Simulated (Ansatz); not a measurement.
The first iterations of a band of H + H4Si (6 atoms, charge 0, multiplicity 2).

All numbers below come from UKS PBE0-D4/def2-SVP (Ansatz).

- movable images: 7
- climbing image: yes
- spring: 5.0 eV/Å²
- optimiser: quadratic models (default)
- start path: straight line
- force threshold: 0.03 eV/Å
- iteration limit: 60
- end points: relaxed

First end point:

```xyz
6
Properties=species:S:1:pos:R:3
Si 0.000 0.000 -0.244
H 0.000 0.000 1.249
H 1.407 0.000 -0.744
H -0.703 1.218 -0.745
H -0.703 -1.218 -0.745
H 0.000 0.000 4.150
```

Last end point:

```xyz
6
Properties=species:S:1:pos:R:3
Si 0.001 0.000 -0.531
H 0.000 0.000 2.812
H 1.425 0.000 -0.979
H -0.712 1.234 -0.978
H -0.712 -1.234 -0.978
H -0.001 0.000 3.575
```

| iteration | highest image above the first end (eV) | largest band force component (eV/Å) |
| --- | --- | --- |
| 1 | 2.325 | 2.730 |
| 2 | 1.768 | 2.989 |
| 3 | 1.046 | 3.843 |
| 4 | 0.697 | 3.012 |
| 5 | 0.658 | 2.678 |

Does the band converge within its limit, and where does its top end?

The run converged. It ended after 16 iterations with the highest image 0.086 eV above the first end. Another band between the same ends (7 images) ends at a top of the same energy, where a vibrational analysis finds 1 clearly imaginary mode.

Run time: 84 s on 1 thread of AMD EPYC 7R13 Processor (Zen 3), with other jobs on the host, peak memory 0.11 GiB.
